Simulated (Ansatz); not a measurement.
The same path of H7NSi2 (10 atoms, charge 0, multiplicity 1) was run twice with different band settings. Lost on the way: Si1–H6. Made: N2–H6.

Method: Ansatz 0.2.0, RKS PBE0-D4/6-31G*.

Relaxed end points:

```xyz
10
Properties=species:S:1:pos:R:3
Si -1.034 0.766 -0.893
N 0.041 0.475 0.440
Si 1.011 -0.933 0.748
H -1.415 -0.557 -1.453
H -0.435 1.586 -1.989
H -2.250 1.491 -0.421
H 0.218 1.271 1.044
H 0.401 -2.065 0.001
H 1.028 -1.235 2.209
H 2.435 -0.797 0.314
```

```xyz
10
Properties=species:S:1:pos:R:3
Si -1.052 0.915 -1.488
N -0.506 0.598 0.477
Si 0.633 -0.797 0.635
H -0.736 -0.562 -1.771
H 0.394 1.342 -1.761
H -1.364 0.458 1.008
H -0.107 1.476 0.806
H -0.146 -2.012 0.317
H 1.113 -0.870 2.048
H 1.771 -0.547 -0.271
```

Common settings: movable images 5; climbing image yes; spring 5.0 eV/Å²; start path through a guess of the saddle point; force threshold 0.05 eV/Å; iteration limit 60; end points relaxed.

| run | optimiser | largest step |
| --- | --- | --- |
| 1 | quadratic models (default) | default |
| 2 | lbfgs | 0.02 Å |

What does each run give, and how far can it be trusted?

Run 1: converged after 16 iterations, highest image 3.058 eV above the first end. Neighbouring images differ by up to 2.2 eV, so the band resolves the path poorly. A vibrational analysis at the climbing image gives one clearly imaginary mode, 1551i cm⁻¹: a first-order saddle point.
Run 2: not converged after 60 iterations, highest image 3.126 eV above the first end. The band didn't meet its force threshold, so its energies are provisional: the largest band force was still 0.10 eV/Å, and over the last iterations the top stayed at 3.13 eV.
The orbitals stay closed-shell, which can raise the energy where a bond breaks towards radicals; this wasn't checked here.
